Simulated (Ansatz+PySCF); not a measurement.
# Stretching singlet CH4

```yaml
atoms:
  - { symbol: C, position_ang: [0.0000, 0.0000, 0.0000] }
  - { symbol: H, position_ang: [0.5706, 0.5706, 0.5706] }
  - { symbol: H, position_ang: [0.6340, -0.6340, -0.6340] }
  - { symbol: H, position_ang: [-0.6340, 0.6340, -0.6340] }
  - { symbol: H, position_ang: [-0.6340, -0.6340, 0.6340] }
```

Atom 2 moves along the C1–H2 line while the others stay.

Basis set: 6-31G (spherical functions). Frozen core: 1 orbital. Charge 0, multiplicity 1.

Computed with Ansatz (development build ahead of 0.2.0) and PySCF 2.14.0, each point on the determinant that the search for low states chose. Each curve is measured from its own lowest point listed.

```tsv
r(C1–H2) (Å)	RHF (eV)	UHF (eV)	PBE0 (unrestricted) (eV)
0.988	0.190	0.190	0.229
1.043	0.025	0.025	0.045
1.098	0.000	0.000	0.000
1.208	0.228	0.228	0.187
1.263	0.432	0.432	0.370
1.318	0.672	0.672	0.590
1.373	0.938	0.938	0.835
1.428	1.220	1.220	1.097
1.537	1.808	1.808	1.642
1.592	2.106	2.106	1.918
1.702	2.695	2.670	2.461
1.757	2.984	2.893	2.724
1.812	3.268	3.078	2.981
1.922	3.815	3.359	3.472
1.977	4.078	3.465	3.704
2.031	4.334	3.554	3.920
2.086	4.582	3.628	4.104
2.141	4.823	3.690	4.259
2.306	5.500	3.822	4.597
2.361	5.710	3.852	4.678
2.416	5.913	3.877	4.746
2.471	6.109	3.899	4.804
2.526	6.298	3.917	4.853
2.635	6.657	3.945	4.930
2.690	6.826	3.955	4.961
2.745	6.990	3.964	4.986
```

(1) Give the UHF-MP2 curve at the same distances.

(2) Where does unrestricted Hartree–Fock leave the restricted solution?

Results:

(1)

```
r (Å)  E (eV)
0.988   0.245
1.043   0.052
1.098   0.000
1.208   0.177
1.263   0.356
1.318   0.573
1.373   0.814
1.428   1.071
1.537   1.608
1.592   1.879
1.702   2.599
1.757   2.962
1.812   3.255
1.922   3.690
1.977   3.850
2.031   3.982
2.086   4.091
2.141   4.180
2.306   4.368
2.361   4.411
2.416   4.447
2.471   4.476
2.526   4.501
2.635   4.540
2.690   4.555
2.745   4.567
```

(2) Between 1.592 and 1.702 Å; <S²> reaches 0.97 at 2.75 Å.

Caution for RHF at some points: an unrestricted determinant lies well below. Caution for UHF at some points, UHF-MP2 at some points, PBE0 (unrestricted) at some points: the unrestricted determinant is a mixture of spin states. Caution for UHF-MP2 at some points: bonds are stretched, where a single reference can fail; another reference gives a lower total; large amplitudes, a single reference is doubtful; a plain start can end on a higher determinant. Caution for PBE0 (unrestricted) at some points: charge can spread falsely over distant fragments.
